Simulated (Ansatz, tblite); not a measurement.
**The cluster B₂P+: one state, many levels**

How do method and basis change the picture of the cluster B₂P+ (singlet)?

Method: as each input shows; program: Ansatz 0.2.0, Gaussian basis.

Plan: GFN1-xTB, GFN2-xTB, PBE-D4/def2-TZVP, r2SCAN-D4/def2-TZVP, B3LYP-D4/def2-TZVP, r2SCANh-D4/def2-TZVP, CAM-B3LYP-D4/def2-TZVP, ωB97M-V/def2-TZVP, HF/def2-TZVP, LC-ωPBE(0.10)/def2-TZVP, LC-ωPBE(0.15)/def2-TZVP, LC-ωPBE(0.20)/def2-TZVP, LC-ωPBE(0.30)/def2-TZVP, PBE-D4/def2-SVP, PBE0-D4/def2-SVP, HF/STO-3G, HF/6-31G, B3LYP-D4/6-31G, CCSD(T)/def2-TZVPP, MP2/def2-TZVP, RPA/def2-TZVP.

1 further run of the same task is left out (set aside as unsound or not needed). Runs told in other sessions of the task aren't counted.

**1. The geometry**

The geometry is that of the singlet, from an earlier relaxation (r2SCAN-D4/def2-TZVP). At that level it is the lowest of the isomers that a small search found.

3 atoms, charge 1, spin multiplicity 1.

Bond lengths: B1–B2 1.507 Å, B1–P3 1.811 Å, B2–P3 1.811 Å. Angles: B2–B1–P3 65.4°, B1–B2–P3 65.4°, B1–P3–B2 49.2°.

The ion is computed in the gas phase, without counter-ions or solvent.

PBE0-D4/def2-TZVP was run before; its log isn't repeated, and its numbers join the tables.

**2. GFN1-xTB**

Tight binding, by tblite at 300 K electronic temperature and without a spin-polarisation term:

```python
tblite.interface.Calculator('GFN1-xTB', numbers, positions, charge=1, uhf=0).singlepoint()
```

Energy -129.4975 eV, HOMO -18.67 eV, LUMO -17.52 eV; 0.001 s.

**3. GFN2-xTB**

Tight binding, by tblite at 300 K electronic temperature and without a spin-polarisation term:

```python
tblite.interface.Calculator('GFN2-xTB', numbers, positions, charge=1, uhf=0).singlepoint()
```

Energy -118.1402 eV, HOMO -17.21 eV, LUMO -15.43 eV; 0.002 s.

**4. PBE-D4/def2-TZVP**

start.molden holds the orbitals of an earlier run on this state, given as this run's starting guess.

Input file in.yaml:

```yaml
crystal:
  periodic: [false, false, false]
  atoms:
    - {symbol: B, position_ang: [-0.776016, 0.485899, 0.175352]}
    - {symbol: B, position_ang: [-0.230556, -0.720561, -0.544681]}
    - {symbol: P, position_ang: [1.006562, 0.234662, 0.369330]}
basis:
  gaussian: {orbitals: def2-TZVP, initial_orbitals: start.molden}
total_charge: 1
hamiltonian: {xc: pbe, dispersion: d4}
scf: {omitted_lower_state_checks: [starts]}
output: {forces: true, orbitals: {seedname: orbitals}}
```

Command:

```sh
$ ansatz run in.yaml --threads 4 --pin off --events-out ev --progress --plain --max-ram 3916MiB
```

Further steps of the session: r2SCAN-D4/def2-TZVP; B3LYP-D4/def2-TZVP; r2SCANh-D4/def2-TZVP; CAM-B3LYP-D4/def2-TZVP; ωB97M-V/def2-TZVP; HF/def2-TZVP; LC-ωPBE(0.10)/def2-TZVP; LC-ωPBE(0.15)/def2-TZVP; LC-ωPBE(0.20)/def2-TZVP; LC-ωPBE(0.30)/def2-TZVP; PBE-D4/def2-SVP; PBE0-D4/def2-SVP; HF/STO-3G; HF/6-31G; B3LYP-D4/6-31G; CCSD(T)/def2-TZVPP; MP2/def2-TZVP; RPA/def2-TZVP.

Before running them: what should the planned runs give, taken together? Wanted: gap in def2-TZVP, named functionals and Hartree-Fock, smallest and largest; gap over the ω; correlation energy, CCSD(T)/def2-TZVPP; correlation energy, MP2/def2-TZVP; PBE0 total energy, smallest basis above largest.

As calculated:

| quantity | value |
| --- | --- |
| gap in def2-TZVP, named functionals and Hartree-Fock, smallest and largest | 1.61 eV (PBE-D4), 9.80 eV (HF) |
| gap over the ω (1/bohr) | 4.50 eV at 0.1, 7.83 eV at 0.3 |
| correlation energy, CCSD(T)/def2-TZVPP | -9.44 eV |
| correlation energy, MP2/def2-TZVP | -8.10 eV |
| PBE0 total energy, smallest basis above largest | 4.66 eV (def2-SVP, def2-TZVP) |

Over the named functionals and Hartree-Fock in def2-TZVP the gap runs from 1.61 eV (PBE-D4) to 9.80 eV (HF); exact exchange widens it. Raising the ω (1/bohr) from 0.1 to 0.3 moves the HOMO by -1.77 eV and the LUMO by +1.57 eV. Notes on CCSD(T)/def2-TZVPP: large T1 diagnostic.
